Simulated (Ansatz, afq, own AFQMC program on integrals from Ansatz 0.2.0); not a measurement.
SiGeH$_{5}$, doublet: AFQMC among the cluster methods

```yaml
atoms:
  - { symbol: Ge, position_ang: [-0.9288, 0.0141, 0.0000] }
  - { symbol: H, position_ang: [-1.4402, 1.4607, 0.0000] }
  - { symbol: H, position_ang: [-1.4402, -0.7092, 1.2528] }
  - { symbol: H, position_ang: [-1.4402, -0.7092, -1.2528] }
  - { symbol: H, position_ang: [0.7692, 0.0141, 0.0000] }
  - { symbol: Si, position_ang: [2.4282, 0.0141, 0.0000] }
  - { symbol: H, position_ang: [2.8247, -1.4654, 0.0000] }
```

Basis cc-pVDZ. Noble-gas cores (and the filled d shells of Ga–Kr and In–Xe) are frozen. AFQMC by an in-house program on the Cholesky factors that Ansatz 0.2.0 writes for its CCSD(T) run. The CISD trial takes its coefficients from CCSD amplitudes. Released means that phaseless walkers are propagated on without the constraint, phases kept. ± is one standard error of the sampling. No spin–orbit coupling.

Determinant: UHF, the one that the program's search chose, which needn't be the lowest solution. The geometry is a point of a scan.

No full CI on the walks' own integrals is used here; CCSDT(Q) serves as the reference and is uncertain by about the last step of the cluster series.

Cautions: no relativity below Rb; no spin-orbit coupling; inner d shell frozen; the ph-AFQMC/HF walk drifts between its halves (2.3 errors).

```
T1 diagnostic                               : 0.0190
weight of the determinant in the CISD state : 0.850
⟨S²⟩ of the determinant                     : 0.772
size of the correlated space                : 13 electrons in 51 orbitals
```

```
  level  correlation energy (eV)
    MP2                  -5.1749
   CCSD                  -6.5708
CCSD(T)                  -6.7354
```

Task: Estimate where AFQMC with the constraint released lies against CCSD(T) on the same integrals.

Result: 49.3 ± 3.9 meV below CCSD(T).

Reference: CCSDT(Q), correlation energy -6.781 eV. The released energy is read at 2.40 1/Eh (meV from the phaseless value at times in 1/Eh: 2 ± 4 at 0.24, 0 ± 3 at 0.51, 1 ± 3 at 0.99, -6 ± 3 at 1.62, -2 ± 4 at 2.40).

```tsv
level	E − E(reference) (meV)	share of correlation (%)
CCSD(T)	45.7	99.33
CCSDT	7.0	99.90
ph-AFQMC/HF	41.2 ± 16.5	99.39
ph-AFQMC/CISD	-1.4 ± 4.4	100.02
released AFQMC	-3.6 ± 3.9	100.05
```

A walk keeps the symmetry of its determinant, which the program's search chose and which needn't be the lowest solution, so a lower state of the same spin and another symmetry isn't excluded. Released energies are given only where the last usable release times agree within the noise; a slower fall can still hide under it.
